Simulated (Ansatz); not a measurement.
AsH, singlet in aug-cc-pVDZ: errors against full CI

Geometry: that of the AsH⁻, doublet, kept fixed. The triplet lies 1.1 eV lower here.

```xyz
2

As    0.0000    0.0000    0.0000
H     0.0000    0.0000    1.5478
```

Basis aug-cc-pVDZ; Ansatz 0.2.0. Only valence electrons are correlated (noble-gas cores and the filled d shells of p-block atoms frozen), which leaves 6 electrons in 31 orbitals. Prefix R: restricted or restricted open-shell reference; prefix U: unrestricted. Active spaces: valence = (6e, 5o) chosen from the atoms' valence shells. No spin–orbit coupling is included, and no scalar relativity.

Full CI is exact within this basis and frozen core; it isn't the basis-set limit. The frozen core follows each run's orbitals, which can shift R against U totals by a few meV for light atoms and by up to 0.1 eV past Ca.

The determinant fills πx and πy unequally, so it is a mixture of Σ and Δ, which weighs on every level built on one determinant.

The UHF ⟨S²⟩ is 1.025 and the T1 diagnostic (RCCSD) is 0.0106. The largest doubles amplitude (RCCSD) is 0.344.

```
                     level  E − E(full CI) (kJ/mol)  share of correlation (%)   wall time
                       RHF                    345.9                      0.00           –
                      RMP2                    107.5                     68.92           –
                      CISD                     50.8                     85.30      0.85 s
                     RCCSD                     31.3                     90.94           –
                  RCCSD(T)                     16.4                     95.26       1.5 s
                   BCCD(T)                     16.6                     95.19      0.97 s
                   RCCSDT*                      1.3                     99.62           –
                    CISDTQ                      2.1                     99.39  9 s (H100)
                RCCSDT(Q)*                     -0.5                    100.14         2 s
                  RCCSDTQ*                      0.0                    100.00  7 s (H100)
    CASSCF (valence space)                    245.7                     28.96           –
    NEVPT2 (valence space)                     62.2                     82.02       1.4 s
NEVPT4(SD) (valence space)                      5.7                     98.36       1.7 s
    MRCISD (valence space)                     12.0                     96.53           –
  MRCISD+Q (valence space)                     -2.1                    100.61       1.8 s
```

An asterisk marks runs whose energy the program itself flagged as in doubt.

The correlation energy at full CI, counted from RHF, is -3.585 eV. That run took 8.5 s on 2 threads of AMD EPYC 7R13 with a shared H100 80 GB, shared host over 5,065,957 determinants.

Run but not shown, since their state or frozen core can't be matched to the reference's or they repeat it: UHF, UMP2, UCCSD, UCCSD(T), UCCSDT, UCCSDT(Q), UCCSDTQ.

Times hold each run's SCF and search for its determinant on a shared host, so for small cases they say little of a method's own cost; rows without a card ran on 1 thread of AMD EPYC 7R13.

Not variational, and here over 5 meV under the exact energy: RCCSDT(Q), MRCISD+Q (valence space).

Unrestricted levels hold only the spin's projection, and here they fall towards a lower state of higher spin.

The full-CI state has the irrep A1 of C2v, in the program's axes (one component, if the state is degenerate).

Natural occupations of full CI about the gap: 1.960 1.932 0.998 0.972 0.041 0.020 0.014 0.014 0.009 0.008; effectively unpaired electrons, Σ n²(2−n)², 2.03. No single determinant describes this state well, so single-reference rows can miss without a flag.
